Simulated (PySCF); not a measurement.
Input file for PySCF: R-HF/3-21G on C2H4O (a complex).

```python
from pyscf import gto, scf, dft, mp
from pyscf.data.elements import chemcore

mol = gto.M(
    atom='''
    C    -0.92517017    0.03943144    0.03089668
    H     0.14069983    0.00905944    0.00630368
    C    -2.13704717    0.07317244    0.05826868
    H    -3.19758017    0.10352444    0.08286968
    O     2.14741283   -0.06796356   -0.05385932
    H     2.71776883   -0.65773256    0.44316768
    H     2.71940883    0.28302444   -0.73923132
    ''',
    basis='3-21g',
    charge=0, spin=0, verbose=3, max_memory=1800)
mf = scf.RHF(mol)
mf.conv_tol = 1e-8
mf.max_cycle = 100
mf.kernel()
if not mf.converged:
    mf = mf.newton().run(mf.mo_coeff, mf.mo_occ)
```

Program output:

```
converged SCF energy = -151.99223944309
```

The calculation finished and met its thresholds.

Cost: very roughly 0.12 core-seconds.
